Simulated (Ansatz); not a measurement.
Geometry optimisation, Ansatz 0.2.0, RKS PBE/def2-SVP.

Input file:

```yaml
crystal:
  periodic: [false, false, false]
  atoms:
    - { symbol: C, position_ang: [-0.1454, -1.0889, 1.7345] }
    - { symbol: "N", position_ang: [-0.9372, -0.3053, 0.976] }
    - { symbol: C, position_ang: [-0.6772, -0.5079, -0.4547] }
    - { symbol: F, position_ang: [-0.6239, -1.8349, -0.7062] }
    - { symbol: O, position_ang: [0.6312, -0.08, -0.9159] }
    - { symbol: C, position_ang: [0.7019, 1.3595, -0.9405] }
    - { symbol: H, position_ang: [-0.2769, -0.9945, 2.8216] }
    - { symbol: H, position_ang: [0.6076, -1.7271, 1.3307] }
    - { symbol: H, position_ang: [-1.4307, -0.0318, -1.0015] }
    - { symbol: H, position_ang: [1.54973, -0.26032, -1.23821] }
    - { symbol: H, position_ang: [0.5619, 1.7711, 0.0808] }
    - { symbol: H, position_ang: [-0.0292, 1.7582, -1.6074] }
basis:
  gaussian: { orbitals: def2-SVP }
hamiltonian:
  xc: pbe
relax:
  f_tol: 0.02
  max_steps: 50
output:
  orbitals: {}
```

Run as:

```bash
$ ansatz run input.yaml --threads 2 --pin off --max-ram 3072MiB --backend cpu --events-out ev --progress --plain --runs-dir out
```

Problem. Where does it end, and by what steps?

Solution. The run converged. After 20 steps the energy has fallen by 1.631 eV; H8 moved furthest, 1.67 Å.

```csv
step,energy less start (eV),largest force component (eV/Å),accepted
0,0.0000,2.937,yes
1,-0.6297,1.929,yes
2,-0.8325,1.256,yes
3,-1.0677,0.751,yes
4,-1.1811,0.815,yes
5,-1.2490,0.841,yes
6,-1.3025,0.827,yes
7,-1.3623,0.687,yes
8,-1.4099,0.613,yes
9,-1.4253,1.188,yes
10,-1.4863,0.715,yes
11,-1.5209,1.052,yes
12,-1.5864,0.845,yes
13,-1.6115,0.338,yes
14,-1.6215,0.236,yes
15,-1.6280,0.085,yes
16,-1.6283,0.148,yes
17,-1.6301,0.054,yes
18,-1.6302,0.061,yes
19,-1.6302,0.049,yes
20,-1.6307,0.019,yes
```

```xyz
12
Properties=species:S:1:pos:R:3
C 0.080 -0.782 1.619
N -0.860 -1.162 0.834
C -0.865 -0.772 -0.523
F -1.104 -1.862 -1.302
O 0.376 -0.188 -1.060
C 0.911 1.292 -0.419
H 0.021 -1.106 2.678
H 0.905 -0.084 1.297
H -1.621 0.021 -0.715
H 1.125 -0.774 -0.821
H -0.095 1.681 -0.100
H 1.059 1.795 -1.410
```

Whether the end is a true minimum wasn't checked by a vibrational analysis.

The run took 39 s on 2 threads of Intel(R) Xeon(R) Platinum 8488C (Sapphire Rapids), on a shared host, peak memory 0.17 GiB.
